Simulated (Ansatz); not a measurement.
# BFH6Si: the cost of one run

All numbers below are computed with Ansatz 0.2.0 (RKS B3LYP/def2-SVP).

### Step 1. The structure to begin with

Bond lengths: B1–F2 1.670 Å, B1–H3 1.190 Å, B1–H4 1.190 Å, B1–Si5 2.250 Å, Si5–H6 1.460 Å, Si5–H7 1.460 Å, Si5–H8 1.460 Å, Si5–H9 1.442 Å. Angles (14 of 16 angles, heavy atoms first): F2–B1–Si5 71.6°, F2–B1–H3 120.0°, F2–B1–H4 120.0°, H3–B1–Si5 97.0°, H4–B1–Si5 101.2°, B1–Si5–H6 109.5°, B1–Si5–H7 109.5°, B1–Si5–H8 109.5°, B1–Si5–H9 60.6°, H3–B1–H4 120.0°, H6–Si5–H7 109.4°, H6–Si5–H8 109.4°, H6–Si5–H9 145.1°, H7–Si5–H8 109.4°.

Structure file:

```xyz
9

B     0.0000    0.0000    0.0000
F     0.0000    0.0000    1.6700
H     1.0305    0.0000   -0.5950
H    -1.0305    0.0000   -0.5950
Si    0.0940   -2.1331    0.7095
H    -0.6959   -2.9783   -0.1812
H     1.4817   -2.5871    0.7061
H    -0.4425   -2.2202    2.0645
H     0.0470   -1.0657    1.6785
```

### Step 2. A restrained relaxation towards end A

Springs on the bonds that form and break draw the guess towards this end; the thresholds are loose.

The input, input.yaml:

```yaml
crystal:
  periodic: [false, false, false]
  atoms:
    - { symbol: B, position_ang: [0.0, 0.0, 0.0] }
    - { symbol: F, position_ang: [0.0, 0.0, 1.67] }
    - { symbol: H, position_ang: [1.0305, 0.0, -0.595] }
    - { symbol: H, position_ang: [-1.0305, 0.0, -0.595] }
    - { symbol: Si, position_ang: [0.094, -2.1331, 0.7095] }
    - { symbol: H, position_ang: [-0.6959, -2.9783, -0.1812] }
    - { symbol: H, position_ang: [1.4817, -2.5871, 0.7061] }
    - { symbol: H, position_ang: [-0.4425, -2.2202, 2.0645] }
    - { symbol: H, position_ang: [0.047, -1.0657, 1.6785] }
basis:
  gaussian: { orbitals: def2-SVP }
hamiltonian:
  xc: b3lyp
relax:
  f_tol: 0.15
  max_steps: 25
  restrain:
    - { distance: [0, 4], at: 3.15, k: 30.0 }
    - { distance: [8, 1], at: 2.12, k: 30.0 }
    - { distance: [0, 1], at: 1.32, k: 30.0 }
    - { distance: [8, 4], at: 1.46, k: 30.0 }
```

Started as:

```console
> ansatz run input.yaml --threads 1 --pin off --max-ram 2048MiB --backend cpu --events-out ev --progress --plain --runs-dir out
```

What time and memory should one allow on 1 thread of Arm Neoverse V1, shared host?

About 26 s, with a peak of 0.16 GiB.
